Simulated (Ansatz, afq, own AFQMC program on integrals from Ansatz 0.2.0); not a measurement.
BH$_{2}$O, doublet in cc-pVDZ along one coordinate

```xyz
4

B     0.0000    0.0000    0.6689
O     0.0000    0.0000   -0.6123
H     0.0000    1.0503    1.2721
H     0.0000   -1.0503    1.2721
```

The B1–O2 distance is changed with both sides rigid. Energies in kcal/mol count from this geometry (1.281 Å) at the same level; the start stands on UHF, each point on the determinant named.

Basis cc-pVDZ. Only valence electrons are correlated. Ansatz 0.2.0 and our own AFQMC program on the same integrals; the CISD trial comes from CCSD amplitudes, and released means the phaseless constraint is let go. Error bars are statistical, one sigma.

Cautions, each for one point or more: higher spins were not checked; raised T1 diagnostic; strong correlation; unrestricted determinant spin contaminated; walk and cluster series may follow different spin states.

```csv
r(B1–O2) / Å,det.,T1,weight,⟨S²⟩,CCSD(T),ph-AFQMC/CISD,released AFQMC,CCSDT(Q),PBE,wB97M-V
1.047,UHF,0.031,0.89,0.79,65.9,66.8 ± 0.4,66.1 ± 0.7,66.2,61.5,59.7
1.601,UHF,0.029,0.89,0.76,25.8,27.1 ± 0.5,26.0 ± 0.7*,25.7,31.2,30.1
2.002,UHF,0.052,0.84,0.96,79.1,79.6 ± 0.6,–,77.8,84.8,85.7
2.776,UHF¶,0.031,0.88,1.68,136.1,134.4 ± 0.5,134.0 ± 0.8*,133.5,146.6§,146.9§
4.411,UHF¶,0.006,0.93,1.76,143.4,144.4 ± 0.4,143.9 ± 0.5*,144.1,166.9§,159.4§
```

Weight is that of the determinant in the CISD state; at the start T1 is 0.040 and the weight 0.87, and ⟨S²⟩ is 0.77. ¶ marks points with a poor determinant and no full CI, where no value is sure; they don't count among the departures. An asterisk marks released energies that aren't shown to be converged. A dash marks a missing value, a released energy that hasn't settled or a functional that sits on another state. § marks a functional whose ⟨S²⟩ is too high by over 0.1. Largest departures from phaseless AFQMC with a CISD trial: CCSD(T) -1.3 kcal/mol at 1.601 (on UHF), CCSDT(Q) -1.8 kcal/mol at 2.002 (on UHF), PBE -5.3 kcal/mol at 1.047, wB97M-V -7.1 kcal/mol at 1.047. The walk's constraint bias lies outside its error bars, so these are departures and not errors. Functionals count only at points shown to share the start's state and spin. In this small basis the wave-function levels are far from their limit, so their gap to the functionals isn't the functionals' error.

Some points may be missing: those where a free walk finds a much lower state, and past Zn most of those on another determinant than at the start.

CCSDT and higher add their correlation energy to the determinant of the CCSD(T) run, since their own runs factorise the integrals more tightly (a shift of under 2 meV). A walk keeps the symmetry of its determinant, which the program's search chose and which needn't be the lowest solution, so a lower state of the same spin and another symmetry isn't excluded.
